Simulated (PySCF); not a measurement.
Calculation: PBE-D3(BJ)/def2-TZVP // B3LYP-D3(BJ)/def2-TZVP run with PySCF. Gas-phase values, no solvent. Delta-SCF ions had no search for a lower state. Excitations are Tamm–Dancoff values on a coarser integration grid. The basis has no diffuse functions, so Rydberg states are missing or too high.

Reference species (SMILES): `FB(F)F` (neutral, multiplicity 1).

```json
{
  "HOMO–LUMO gap": "9.61 eV",
  "LUMO": "-0.39 eV",
  "vertical ionisation energy (Delta-SCF)": "14.42 eV",
  "S1 excitation (TDA)": "9.70 eV"
}
```

Changed species: `FB([SiH3])[SiH3]` (2 of 3 F replaced by SiH3; the reference has 0 of 3 F replaced by SiH3).

Problem. Predict the effect on the HOMO–LUMO gap, LUMO, vertical ionisation energy (Delta-SCF) and S1 excitation (TDA).

Solution. the HOMO–LUMO gap falls by 6.45 eV, to 3.16 eV; the LUMO falls by 2.75 eV, to -3.14 eV; the vertical ionisation energy (Delta-SCF) falls by 5.21 eV, to 9.21 eV; the S1 excitation (TDA) decreases by 6.25 eV, to 3.45 eV.
